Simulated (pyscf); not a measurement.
`[CH3][S][ZnH]` -> `[CH3][Zn][SH]`, a concerted two-bond exchange (singlet surface; C–S, H–Zn broken, C–Zn, H–S formed). Structures and frequencies: ωB97X-D3(BJ)/def2-SVP in PySCF. Energies in kcal/mol from the reactant's lowest minimum found.

Small-basis levels: PySCF, no dispersion term, spherical d functions. 

In single points HF/6-31G*+LANL2DZ puts the saddle at 115.9 kcal/mol and the reaction energy at -11.6 kcal/mol. Should these be trusted to within a few kcal/mol? Compare with ωB97M-D3(BJ)/def2-TZVP.

ωB97M-D3(BJ)/def2-TZVP gives ΔE‡ = 88.3 kcal/mol and ΔE = -13.4 kcal/mol. HF/6-31G*+LANL2DZ lies 27.7 kcal/mol over it in the barrier and 1.7 kcal/mol over it in the reaction energy, so on this step it does not hold to within 3.0 kcal/mol. ωB97M-D3(BJ)/def2-TZVP has limits of its own. From the product side, CH₃• + [HS–Zn]• lies, by one bond made or cut, 27.0 kcal/mol under this saddle at ωB97M-D3(BJ)/def2-TZVP. The same reactants have a lower exit, to H₃C–S• + ZnH• (no saddle counted: cutting one bond costs +79.7 kcal/mol at ωB97M-D3(BJ)/def2-TZVP, against +88.3 kcal/mol here). One saddle was located; it need not be the lowest between these sides. One closed-shell reference is unstable to symmetry breaking; treat the single-reference values with care. In the def2 sets elements up to Kr have no core potential.
